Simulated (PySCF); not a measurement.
C5H6N (doublet state).
Structure used (GFN2-xTB), in Å, numbered top down from 1:
```xyz
12
C5H6N angstrom
C     -2.785   -0.324    0.032
C     -1.481   -0.215   -0.253
C     -0.456   -0.123    0.738
C      0.828    0.066    0.450
N      2.005    0.079    0.219
C      3.166    0.456   -0.191
H     -3.139   -0.353    1.049
H     -3.528   -0.394   -0.741
H     -1.157   -0.181   -1.285
H     -0.754   -0.153    1.778
H      4.036    0.022    0.267
H      3.268    1.120   -1.031
```

The hyperfine couplings belong to this conformer and change with its torsions.

Identity: `C=C/C=[C]/N=C` [radical].

Method: UKS B3LYP, pcH-1 on C H N, non-relativistic, mean-field spin-orbit, GIAO in PySCF. One conformer (not necessarily the lowest) at the GFN2-xTB geometry, without solvent, vibrations or thermal averaging. Couplings are sensitive to structure, and on GFN2-xTB geometries they can be far from those on DFT ones. The frame is twisted about the N5–C6 bond at this geometry (dihedral C4–N5–C6–H12 = -28°); couplings at other torsion angles weren't computed. Stability of the SCF solution: not tested.

(1) Where do the isotropic ENDOR lines of N5, H11, H10, H8, H7 and H9 fall at 331.8 mT, to first order?

(2) Which pairs are centred on the nuclear Larmor frequency, and which on half the coupling?

(3) At what field would the lower line of N5 fall to zero frequency?

Answers

(1) For S = 1/2 in fast tumbling each set of equivalent nuclei gives two lines, ν± = |νn ± a/2| to first order, with νn = g_N μN B/h and μN/h = 7.62259 MHz/T.

```
nuclei  isotope     g_N  νn (MHz)  a_iso (MHz)  lower line (MHz)  upper line (MHz)
    N5      14N  0.4038      1.02        -4.17              1.06              3.10
   H11       1H  5.5857     14.13       -24.16              2.05             26.21
   H10       1H  5.5857     14.13        21.38              3.44             24.82
    H8       1H  5.5857     14.13       -12.46              7.90             20.36
    H7       1H  5.5857     14.13       -12.09              8.08             20.17
    H9       1H  5.5857     14.13         3.89             12.18             16.07
```

(2) Centred on νn, since |a| < 2νn: H11, H10, H8, H7 and H9. Centred on |a|/2 and split by 2νn: N5.

(3) Where νn = |a|/2, that is B = 2.08 MHz/(0.4038 × 7.62259 MHz/T) = 677 mT, as far as first order holds there.

Couplings of abundant isotopes left out: H12 (-28.5 MHz).

The SMILES draws the unpaired electron on C4; the largest computed Mulliken spin population is on C6 (0.60 against 0.12).
